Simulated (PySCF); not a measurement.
# BH: magnetic properties

An exercise on one series of results from a longer session: the logs are not shown, and one member is left open.

Computed with PySCF 2.14.0 and routines of our own; the level stands in each step. Atoms count from 0.

## The system as given

2 atoms, charge 0, multiplicity 1; geometry from: GFN2-xTB.

Set-up of the first run:

What the job is given:

```
{"job": {"xc": "PBE0", "basis": "def2-SVP", "d3": "d3bj", "grid": 1, "kind": "geom"}, "charge": 0, "multiplicity": 1}
B      0.583872    -0.002998    -0.002714
H     -0.581115     0.004266    -0.011434
```

Command:

```bash
$ OMP_NUM_THREADS=1 python excited_run.py task.json out
```

One launch serves the whole session: the jobs run in the order shown.

Steps of the session up to this table: Geometry optimisation at PBE0-D3(BJ)/def2-SVP; Magnetic properties: GIAO revPBE/aug-pcSseg-2; Magnetic properties: GIAO PW91/aug-pcSseg-2; Magnetic properties: GIAO B3LYP/aug-pcSseg-2; Magnetic properties: GIAO X3LYP/aug-pcSseg-2; Magnetic properties: GIAO PBE0/aug-pcSseg-2; Magnetic properties: GIAO mPW1PW91/aug-pcSseg-2; Magnetic properties: GIAO B97-2/aug-pcSseg-2; Magnetic properties: GIAO BHandHLYP/aug-pcSseg-2; Magnetic properties: GIAO HSE06/aug-pcSseg-2; Magnetic properties: GIAO CAM-B3LYP/aug-pcSseg-2; Magnetic properties: GIAO wB97X/aug-pcSseg-2; Magnetic properties: GIAO wB97X-D/aug-pcSseg-2.

One table of the session follows, with a row left open; its other results are not shown here.

```
                      level  gap (eV)
   GIAO revPBE/aug-pcSseg-2      2.12
     GIAO PW91/aug-pcSseg-2      2.05
    GIAO B3LYP/aug-pcSseg-2      3.91
    GIAO X3LYP/aug-pcSseg-2      4.05
     GIAO PBE0/aug-pcSseg-2      4.32
 GIAO mPW1PW91/aug-pcSseg-2      4.36
    GIAO B97-2/aug-pcSseg-2      4.10
GIAO BHandHLYP/aug-pcSseg-2      6.51
    GIAO HSE06/aug-pcSseg-2      3.55
GIAO CAM-B3LYP/aug-pcSseg-2      6.85
    GIAO wB97X/aug-pcSseg-2         ?
  GIAO wB97X-D/aug-pcSseg-2      8.16
```

**Question.** Estimate the row for GIAO wB97X/aug-pcSseg-2.

The run gave: gap (eV): 9.05. In the column «gap (eV)» it is the highest.

Caveats from the session: Vibrational averaging and real surroundings are missing from these values.
